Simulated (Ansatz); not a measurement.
## Structure relaxation of NaZr₂

Method: Ansatz, DFT PBE, scalar-relativistic, plane waves, PAW. Cutoff 420 eV, Γ-centred k mesh, Gaussian smearing, no spin polarisation in the final step.

The start puts NaZr₂ on the cadmium chloride structure type (R-3m, No. 166), with Na in place of Cd, Zr in place of Cl, at a guessed volume.

```yaml
crystal:
  lattice:
    - [1.73919, 1.00412, 5.25279]
    - [-1.73919, 1.00412, 5.25279]
    - [0.00000, -2.00824, 5.25279]
  atoms:
    - { symbol: Na, position: [0.00000, 0.00000, 0.00000] }
    - { symbol: Zr, position: [0.75000, 0.75000, 0.75000] }
    - { symbol: Zr, position: [0.25000, 0.25000, 0.25000] }
```

Cell and atoms relax at zero pressure; the relaxation can't lower the symmetry of the start. After a coarse first stage the cell is made exact in the group found at 0.06 Å.

Formation energies are uncorrected and refer to the elements' standard structures at the same level.

Task: What does it relax into?

Result: It keeps R-3m (No. 166), but not the shape of the type it started on. Conventional cell: a = 3.210 Å, c = 25.931 Å. Na is coordinated by 6 Na at 3.21 Å and 6 Zr at 3.61 Å; Zr is coordinated by 9 Zr at 3.07–3.21 Å and 3 Na at 3.61 Å.

```xyz
3
Lattice="1.6050 0.9266 8.6436 -1.6050 0.9266 8.6436 0.0000 -1.8533 8.6436" Properties=species:S:1:pos:R:3 pbc="T T T"
Na    0.0000    0.0000    0.0000
Zr    0.0000    0.0000   20.3849
Zr    0.0000    0.0000    5.5459
```

Task: What are its volume, energy, density and gap?

Result: The volume per atom is 25.71 Å³, the density is 4.42 g/cm³ and the energy over the elements is 0.26 eV/atom. The gap on the 18×18×18 mesh is 0 eV (a metal).

The final run used a 18×18×18 mesh on its 3-atom cell and 0.10 eV smearing. The k mesh leaves about 4 meV/atom of noise in metals. Symmetry constrained the relaxation, so the result can be a saddle point.

Cost: 3 runs of about 2 core-minutes in all, on Intel Xeon 6975P-C (Granite Rapids) (shared hosts).